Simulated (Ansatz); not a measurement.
## HAlSi, triplet: stretch scan

Starting geometry (PBE0/def2-TZVP stationary point for this spin, not checked as a minimum):

| atom | x (Å) | y (Å) | z (Å) |
| --- | --- | --- | --- |
| Si | 0.0000 | 0.0000 | 2.0886 |
| Al | 0.0000 | 0.0000 | -0.2449 |
| H | 0.0000 | 0.0000 | -1.8437 |

From there Al2, H3 move together along the line of the two atoms named below, all else staying in place; atoms are numbered as listed. Energies are in kJ/mol, counted from the starting geometry at the same level.

Basis 6-31G; Ansatz 0.2.0. Correlated methods freeze the noble-gas cores. R marks a restricted (for open shells ROHF) determinant, U an unrestricted one. Active spaces: valence = (8e, 9o) chosen from the atoms' valence shells.

Runs in a small pair space aren't shown, since their orbitals change along the scan.

Full CI is exact within this basis and frozen core; it isn't the basis-set limit. The frozen core follows each run's orbitals, which can shift R against U totals by a few meV.

| distance Si1-Al2 (Å) | full CI | unpaired electrons (full CI) | error RMP2 | error UMP2 | error UCCSD | error UCCSD(T) | error UCCSDTQ | error NEVPT2 (valence space) |
| --- | --- | --- | --- | --- | --- | --- | --- | --- |
| 1.890 | 255.2 | 2.05 | -6.2 | -6.8 | -2.7 | -1.0 | 0.0 | 1.0 |
| 2.106 | 68.3 | 2.06 | -4.0 | -4.4 | -1.5 | -0.6 | 0.0 | 0.4 |
| 2.333 | 0.0 | 2.07 | 0.0 | 0.0 | 0.0 | 0.0 | 0.0 | 0.0 |
| 2.557 | -5.1 | 2.09 | 6.8 | 7.6 | 1.0 | 0.6 | 0.0 | -0.2 |
| 2.847 | 23.2 | 2.11 | 13.5 | 13.8 | 0.7 | 0.9 | 0.0 | 0.1 |
| 3.233 | 67.5 | 2.12 | 8.8 | 8.3 | -2.5 | 0.0 | 0.0 | 1.5 |
| 3.724 | 101.4 | 2.09 | 1.9 | 1.7 | -6.5 | -1.8 | 0.0 | 3.1 |
| 4.372 | 119.2 | 2.08 | 0.0 | 0.2 | -8.3 | -2.6 | 0.0 | 1.5 |
| 5.052 | 126.1 | 2.08 | 0.0 | 0.3 | -8.7 | -2.8 | 0.0 | 0.6 |
| 6.404 | 130.3 | 2.08 | 0.1 | 0.4 | -8.9 | -2.9 | 0.0 | 0.2 |
| 7.962 | 131.3 | 2.08 | 0.2 | 0.5 | -8.9 | -2.9 | 0.0 | 0.1 |

Unpaired electrons are Σ n²(2−n)² over natural occupations. Errors are those of relative energies. In total energy the starting point itself misses full CI by: RMP2 68.6, UMP2 68.2, UCCSD 10.5, UCCSD(T) 3.5, UCCSDTQ 0.0, NEVPT2 (valence space) 20.2 kJ/mol.

Spread of the error over the points with a reference, to 7.962 Å (largest less smallest): UCCSDTQ 0.1, NEVPT2 (valence space) 3.3, UCCSD(T) 3.8, UCCSD 9.9, RMP2 19.7, UMP2 20.7 kJ/mol.

Going outwards, the relative energy of RMP2 first misses by more than 4.2 kJ/mol (1 kcal/mol) at 2.557 Å.

Going outwards, the relative energy of UCCSD first misses by more than 4.2 kJ/mol (1 kcal/mol) at 3.724 Å.
